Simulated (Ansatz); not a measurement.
Cost and result for the atomization energy of C₂H₅NO₂ (`CN=C(O)O`) (10 atoms, 9 bonds).

Cartesian coordinates in Å:
```
C -0.792 0.556 0.934
N -0.667 0.027 -0.401
C 0.461 -0.406 -0.765
O 1.606 -0.452 -0.075
O 0.667 -0.913 -1.979
H -0.140 1.425 1.110
H -0.580 -0.194 1.710
H -1.816 0.894 1.094
H 1.447 -0.083 0.801
H -0.185 -0.856 -2.430
```

The species carries charge 0 and has multiplicity 1. The structure was optimised at the PBE0-D4/def2-TZVP level. It is one conformer, not always the lowest. Program: Ansatz. All runs use 4 threads of an Arm Neoverse V1 on a shared host. Times are those of one run each, without the atoms' runs, and a repeat can differ threefold. Electronic energies, without spin–orbit coupling; frozen cores. CCSD(T)/CBS adds CCSD(T) − MP2 in def2-TZVPP to the MP2 limit, and its time is that of the two runs behind it. T1 = 0.013. B3LYP takes the VWN-RPA correlation (the form of Gaussian; ORCA's B3LYP/G).

CCSD(T)/CBS is a level of theory with its own doubt, some kJ/mol a heavy atom from the limit and from the frozen cores, so smaller differences don't rank the functionals.

```
                             level  functions  atomization (kcal/mol)  difference from CCSD(T)/CBS  per bond
r2SCAN-D4/def2-TZVPP (with forces)        225                   958.7                          3.7       0.4
                    MP2/def2-QZVPP        435                   968.7                         13.7       1.5
                ωB97X-V/def2-TZVPP        225                   958.6                          3.6       0.4
                CCSD(T)/def2-TZVPP        225                   926.1                        -28.9      -3.2
  ωB97M-V/def2-TZVPP (with forces)        225                   960.5                          5.5       0.6
   PBE-D4/def2-TZVPP (with forces)        225                   993.1                         38.1       4.2
                 CCSD(T)/CBS(def2)          –                   955.0                          0.0       0.0
                PBE0-D4/def2-TZVPP        225                   961.3                          6.3       0.7
                 B2PLYP/def2-TZVPP        225                   946.7                         -8.3      -0.9
 B3LYP-D4/def2-TZVPP (with forces)        225                   956.7                          1.7       0.2
```

(1) Order the runs by time, with rough figures. (Best estimate.)

Answers

(1) The calculation gave: PBE-D4/def2-TZVPP (with forces) 1.9 s; PBE0-D4/def2-TZVPP 1.9 s; B3LYP-D4/def2-TZVPP (with forces) 3 s; r2SCAN-D4/def2-TZVPP (with forces) 3.6 s; B2PLYP/def2-TZVPP 3.9 s; ωB97X-V/def2-TZVPP 5.5 s; ωB97M-V/def2-TZVPP (with forces) 7.5 s; MP2/def2-QZVPP 19 s; CCSD(T)/def2-TZVPP 110 s; CCSD(T)/CBS(def2) 2.1 min.

The D4 term adds +5.9 kcal/mol with B3LYP and +3.1 kcal/mol with PBE0; it sums over pairs of atoms, weighted by their polarisabilities, and B3LYP, whose exchange is more repulsive, gets the larger term. In def2-TZVPP, CCSD(T) changes the Hartree–Fock value by +286.2 kcal/mol (the triples alone add +19.0 kcal/mol) and MP2 by +311.8 kcal/mol; breaking electron pairs costs correlation energy, which Hartree–Fock lacks. From PBE to PBE0 (25 % exact exchange), in def2-TZVPP and without D4, the atomization energy moves by −31.2 kcal/mol: exact exchange takes away binding that semilocal exchange gives to molecules.
